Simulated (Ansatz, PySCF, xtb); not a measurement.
Dissociation curve of SMILES C[SiH3] (CH6Si), singlet. The Si1–C5 bond (Si1 also carries H, H, H; C5 carries H, H, H) is varied alone, starting from the PBE0/def2-TZVP optimised geometry.

Methods: UKS-B3LYP/3-21G = PySCF with unrestricted B3LYP/3-21G; RKS-PBE0 = Ansatz (an electronic-structure program) with restricted PBE0/cc-pVDZ; RMP2/3-21G = restricted MP2 (frozen core)/3-21G in PySCF; GFN1-xTB (xtb); RKS-B3LYP/3-21G = PySCF 2.14.0 with restricted B3LYP/3-21G.

Energies are in kcal/mol, each relative to the lowest point of its own curve near equilibrium.

| R / Å | UKS-B3LYP/3-21G | RKS-PBE0 | RMP2/3-21G | GFN1-xTB | RKS-B3LYP/3-21G |
|---|---|---|---|---|---|
| 1.54 | 52.8 | 44.0 | 56.5 | 53.4 | 52.8 |
| 1.66 | 20.2 | 15.3 | 22.2 | 18.0 | 20.2 |
| 1.74 | 8.4 | 5.6 | 9.6 | 6.6 | 8.4 |
| 1.82 | 2.3 | 1.0 | 2.8 | 1.2 | 2.3 |
| 1.87 | 0.5 | 0.0 | 0.8 | 0.0 | 0.5 |
| 1.93 | 0.0 | 0.3 | 0.0 | 0.1 | 0.0 |
| 2.02 | 1.8 | 3.1 | 1.5 | 2.6 | 1.8 |
| 2.10 | 5.1 | 7.1 | 4.8 | 6.4 | 5.1 |
| 2.25 | 14.1 | 17.1 | 13.9 | 16.1 | 14.1 |
| 2.49 | 31.6 | 35.5 | 31.8 | 34.8 | 31.6 |
| 2.71 | 47.7 | 52.3 | 48.5 | 52.4 | 47.7 |
| 3.04 | 69.3 | 74.6 | 70.9 | 76.5 | 69.3 |
| 3.43 | 84.9 | 95.5 | 91.2 | 98.1 | 89.6 |
| 3.96 | 92.4 | 115.3 | 107.8 | 115.4 | 108.9 |
| 4.57 | — | 129.4 | 112.8 | 123.5 | 122.8 |
| 5.45 | — | 139.8 | 100.9 | 125.9 | 132.8 |

At the longest distance, 5.45 Å, RKS-PBE0 lies highest above its minimum (139.8 kcal/mol) and RMP2/3-21G lowest (100.9 kcal/mol).

The RMP2/3-21G curve passes through a maximum at 4.57 Å and then falls by 11.8 kcal/mol up to the last usable point.

Dashes: no converged value, or the column stops at the first point that the program doubted or that broke a chosen test of continuity, which isn't proof of a fault.

The unrestricted solution behind UKS-B3LYP/3-21G changes between 3.96 and 4.57 Å, which can leave a kink. The unrestricted determinant behind UKS-B3LYP/3-21G is spin-contaminated at 3.43 to 3.96 Å (<S²> up to 0.9, against 0.00 for a pure singlet). The restricted form behind RKS-PBE0, RMP2/3-21G, RKS-B3LYP/3-21G keeps the bonding electrons paired and can't separate into open-shell fragments.
